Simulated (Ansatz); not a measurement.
**Si₂H₂ (triplet): the correlation ladder, cc-pVTZ**

Aim: climb from Hartree-Fock through coupled cluster and multireference methods for Si₂H₂ (triplet) at one geometry and basis, and see what each rung misses.

Program: Ansatz 0.2.0, Gaussian basis. Level of theory: cc-pVTZ, core rule «outside noble gas», up to 10 orbitals frozen. These are calculated values, not measurements.

Plan: UHF; CCSD(T) on ROHF; CCSD(T) on UHF; BCCD(T) on ROHF; CCSDT(Q) on ROHF; CCSDT(Q) on UHF; CASSCF and MRCISD+Q, 10 electrons in 10 orbitals; CASSCF and NEVPT2, 10 electrons in 10 orbitals.

4 further runs of the same task are left out: 4 set aside as unsound or not needed.

### Step 1. The geometry

The geometry is a PBE0/def2-TZVP stationary point (not a proven minimum) of the parent state, kept for this charge and spin.

4 atoms, charge 0, spin multiplicity 3.

Atoms are counted from 1 here; the program's logs count them from 0.

Bond lengths: Si1–Si2 2.101 Å, Si1–H3 1.493 Å, Si1–H4 1.638 Å, Si2–H4 1.718 Å. Angles: Si2–Si1–H3 160.7°, Si2–Si1–H4 53.0°, H3–Si1–H4 107.8°, Si1–Si2–H4 49.5°, Si1–H4–Si2 77.5°.

Geometry (Å):

```xyz
4

Si    0.0000    0.0641    1.0054
Si    0.0000   -0.0046   -1.0948
H     0.0000   -0.3818    2.4302
H     0.0000   -1.2748    0.0623
```

### Step 2. UHF

Input file in.yaml:

```yaml
crystal:
  periodic: [false, false, false]
  atoms:
    - {symbol: Si, position_ang: [0.000000, 0.064094, 1.005387]}
    - {symbol: Si, position_ang: [0.000000, -0.004642, -1.094839]}
    - {symbol: H, position_ang: [0.000000, -0.381837, 2.430212]}
    - {symbol: H, position_ang: [0.000000, -1.274751, 0.062301]}
basis:
  gaussian: {orbitals: cc-pVTZ}
magnetization: {spin_polarized: true, initial_magnetization: 2}
hamiltonian: {xc: hf}
output: {orbitals: {seedname: orbitals}}
```

Started as:

```
> ansatz run in.yaml --threads 1 --pin off --events-out ev --progress --plain --max-ram 4096MiB --backend cpu
```

After this run come: CCSD(T) on ROHF; CCSD(T) on UHF; BCCD(T) on ROHF; CCSDT(Q) on ROHF; CCSDT(Q) on UHF; CASSCF and MRCISD+Q, 10 electrons in 10 orbitals; CASSCF and NEVPT2, 10 electrons in 10 orbitals.

Q: Predict the results of all the runs planned. Wanted: UCCSDT(Q) below the RHF energy; RMP2 from UCCSDT(Q); UMP2 from UCCSDT(Q); RCCSD from UCCSDT(Q); RCCSD(T) from UCCSDT(Q); UCCSD(T) from UCCSDT(Q); RCCSDT(Q) from UCCSDT(Q); NEVPT2 valence from UCCSDT(Q); MRCISD+Q valence from UCCSDT(Q).

As calculated:

```
                         quantity                      value
   UCCSDT(Q) below the RHF energy                 -6.9919 eV
              RMP2 from UCCSDT(Q)            +31.88 kcal/mol
              UMP2 from UCCSDT(Q)            +33.22 kcal/mol
             RCCSD from UCCSDT(Q)            +10.02 kcal/mol
          RCCSD(T) from UCCSDT(Q)             +1.80 kcal/mol
          UCCSD(T) from UCCSDT(Q)             +1.87 kcal/mol
         RCCSDT(Q) from UCCSDT(Q)             +0.04 kcal/mol
    NEVPT2 valence from UCCSDT(Q)            +28.27 kcal/mol
  MRCISD+Q valence from UCCSDT(Q)             +2.00 kcal/mol
levels within 1 kcal/mol (43 meV)  RCCSDT, UCCSDT, RCCSDT(Q)
                    T1 diagnostic                      0.046
   effectively unpaired electrons                       2.06
```

RCCSD(T) lands +1.80 kcal/mol from the yardstick (1.1 % of the correlation energy). The occupations are near whole numbers, but T1 = 0.046 shows that the orbitals relax strongly. Of the multireference levels listed MRCISD+Q valence comes nearest in total energy (+2.00 kcal/mol), which doesn't show that its space is the better one. Coupled cluster took another determinant than the lowest Hartree-Fock one. These misses are within one basis, not against nature; the frozen cores of restricted and unrestricted runs differ, which can shift their rows.
